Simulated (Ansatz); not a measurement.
# How far each method lies from full CI for [H···H···SiH], doublet

Geometry: a point of a hydrogen-transfer path between rigid fragments, not a stationary point.

```xyz
4

H    -2.4084    0.0479    0.0000
H    -1.3244    0.0479    0.0000
Si    0.1156    0.0479    0.0000
H     0.5120   -1.4316    0.0000
```

Basis 6-31G; Ansatz 0.2.0. Only valence electrons are correlated (noble-gas cores frozen), which leaves 7 electrons in 14 orbitals. Prefix R: restricted or restricted open-shell reference; prefix U: unrestricted. Active spaces: pair = (3e, 3o) about the gap; valence = (7e, 7o) chosen from the atoms' valence shells.

Full CI is exact within this basis and frozen core; it isn't the basis-set limit. The frozen core follows each run's orbitals, which can shift R against U totals by a few meV.

Unrestricted rows (U) aren't spin-pure: their determinants' ⟨S²⟩ exceeds S(S+1) by up to 0.74, so they mix in states of higher spin. HF rows: RHF is the lowest solution found, UHF is the lowest solution found. Coupled cluster chose its determinant by a search with trial CCSD, here up to 0.38 eV above the lowest Hartree–Fock solution of its kind, and MP2 stands on that determinant too.

The UHF ⟨S²⟩ is 1.494. The T1 diagnostic (RCCSD) is 0.0495 and the largest doubles amplitude (RCCSD) is 0.211. The T1 diagnostic (UCCSD) is 0.0845.

```json
{"level": "RHF†", "E − E(full CI) (meV)": "2292", "share of correlation (%)": "–", "wall time": "–"}
{"level": "UHF", "E − E(full CI) (meV)": "1969", "share of correlation (%)": "26.27", "wall time": "–"}
{"level": "RMP2", "E − E(full CI) (meV)": "976", "share of correlation (%)": "63.45", "wall time": "–"}
{"level": "UMP2", "E − E(full CI) (meV)": "857", "share of correlation (%)": "67.92", "wall time": "–"}
{"level": "RCCSD", "E − E(full CI) (meV)": "81", "share of correlation (%)": "96.98", "wall time": "–"}
{"level": "UCCSD", "E − E(full CI) (meV)": "115", "share of correlation (%)": "95.69", "wall time": "–"}
{"level": "RCCSD(T)", "E − E(full CI) (meV)": "29", "share of correlation (%)": "98.90", "wall time": "0.93 s"}
{"level": "UCCSD(T)", "E − E(full CI) (meV)": "56", "share of correlation (%)": "97.89", "wall time": "1.4 s"}
{"level": "BCCD(T)", "E − E(full CI) (meV)": "32", "share of correlation (%)": "98.80", "wall time": "0.84 s"}
{"level": "RCCSDT", "E − E(full CI) (meV)": "4", "share of correlation (%)": "99.86", "wall time": "–"}
{"level": "UCCSDT", "E − E(full CI) (meV)": "6", "share of correlation (%)": "99.79", "wall time": "–"}
{"level": "RCCSDT(Q)", "E − E(full CI) (meV)": "1", "share of correlation (%)": "99.95", "wall time": "2.5 s"}
{"level": "UCCSDT(Q)", "E − E(full CI) (meV)": "1", "share of correlation (%)": "99.97", "wall time": "2.8 s"}
{"level": "RCCSDTQ", "E − E(full CI) (meV)": "0", "share of correlation (%)": "100.00", "wall time": "12 s"}
{"level": "UCCSDTQ", "E − E(full CI) (meV)": "0", "share of correlation (%)": "99.99", "wall time": "14 s"}
{"level": "CASSCF (pair space)", "E − E(full CI) (meV)": "1641", "share of correlation (%)": "38.57", "wall time": "–"}
{"level": "NEVPT2 (pair space)", "E − E(full CI) (meV)": "452", "share of correlation (%)": "83.09", "wall time": "0.39 s"}
{"level": "MRCISD (pair space)", "E − E(full CI) (meV)": "65", "share of correlation (%)": "97.55", "wall time": "–"}
{"level": "MRCISD+Q (pair space)", "E − E(full CI) (meV)": "-11", "share of correlation (%)": "100.40", "wall time": "0.84 s"}
{"level": "CASSCF (valence space)", "E − E(full CI) (meV)": "618", "share of correlation (%)": "76.87", "wall time": "–"}
{"level": "NEVPT2 (valence space)", "E − E(full CI) (meV)": "178", "share of correlation (%)": "93.34", "wall time": "1.1 s"}
{"level": "MRCISD (valence space)", "E − E(full CI) (meV)": "22", "share of correlation (%)": "99.18", "wall time": "–"}
{"level": "MRCISD+Q (valence space)", "E − E(full CI) (meV)": "12", "share of correlation (%)": "99.55", "wall time": "1.6 s"}
```

A dagger marks rows that describe another state than the reference (another or a broken symmetry, a higher spin or other natural occupations), so the difference holds a gap between states beside the method's error.

The correlation energy at full CI, counted from the determinant under the R cluster runs, is -2.671 eV. That run took 2.5 s on 1 thread of Intel Xeon Platinum 8375C, shared host over 176,132 determinants.

Run but not shown, since their state, orbitals or frozen core can't be matched to the reference's or they repeat it: CISD, CISDTQ.

Times hold each run's SCF and search for its determinant on a shared host, so for small cases they say little of a method's own cost; they ran on 1 thread of Intel Xeon Platinum 8375C.

Not variational, and here over 5 meV under the exact energy: MRCISD+Q (pair space).

The full-CI state has the irrep A'' of Cs, in the program's axes.

Natural occupations of full CI about the gap: 1.973 1.960 1.777 0.996 0.215 0.035 0.020 0.006 0.006 0.005; effectively unpaired electrons, Σ n²(2−n)², 1.32.
